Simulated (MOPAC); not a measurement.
MOPAC input (PM3):

```
PM3 1SCF CHARGE=-1 GEO-OK AUX(PRECISION=9) THREADS=1
C2H5O

C     1.31248259 1   -0.40730475 1   -0.01581883 1
C     0.21233569 1    0.49170516 1   -0.00153984 1
O    -1.30999238 1   -0.17014658 1    0.01473458 1
H    -1.90838626 1    0.59467321 1    0.02300549 1
H     0.15861567 1    1.11525560 1    0.89952544 1
H     0.13796085 1    1.11854325 1   -0.89884804 1
H     1.48189181 1   -0.98851779 1    0.89309476 1
H     1.46094728 1   -0.98518403 1   -0.93050226 1
```

### Question
What heat of formation does the run end on, and which ionisation energy by Koopmans theorem?

### Answer
-8.12 kcal/mol; 0.94 eV.
